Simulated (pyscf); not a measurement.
Single points on ωB97X-D3(BJ)/def2-SVP structures (PySCF, gas phase).

Q: PBE/def2-TZVP puts the barrier of H₂N–B(NH₂)–NH₂ (SMILES NB(N)N) + HF (SMILES F) → H₂N–B(NH₂)–F (SMILES NB(N)F) + NH₃ (SMILES N) (four-centre exchange; singlet surface; B–N, F–H broken, B–F, H–N formed) at 32.6 kJ/mol and the reaction energy at -75.0 kJ/mol, from the separated reactants. What do B3LYP-D3(BJ)/def2-TZVP, PBE0-D3(BJ)/def2-TZVP, ωB97M-D3(BJ)/def2-TZVP give on the same structures?

A: B3LYP-D3(BJ): ΔE‡ = 50.7 kJ/mol, ΔE = -75.5 kJ/mol; PBE0-D3(BJ): ΔE‡ = 42.9 kJ/mol, ΔE = -70.5 kJ/mol; ωB97M-D3(BJ): ΔE‡ = 48.5 kJ/mol, ΔE = -73.2 kJ/mol. PBE's barrier lies under all of them, by 10.3 to 18.1 kJ/mol. Its reaction energy matches one of them and lies within 4.5 kJ/mol of the others. On the reactant side the descent ends in a bound adduct, 48.7 kJ/mol under the separated species and 98.3 kJ/mol under the saddle at ωB97X-D3(BJ)/def2-TZVP. On the product side the descent ends in an adduct with a B–N contact, 15.0 kJ/mol over the separated species and 106.9 kJ/mol under the saddle at ωB97X-D3(BJ)/def2-TZVP. What is counted as broken (B–N) persists as a longer contact in the product adduct; parting that adduct is a step of its own. One saddle was located; it need not be the lowest between these sides.
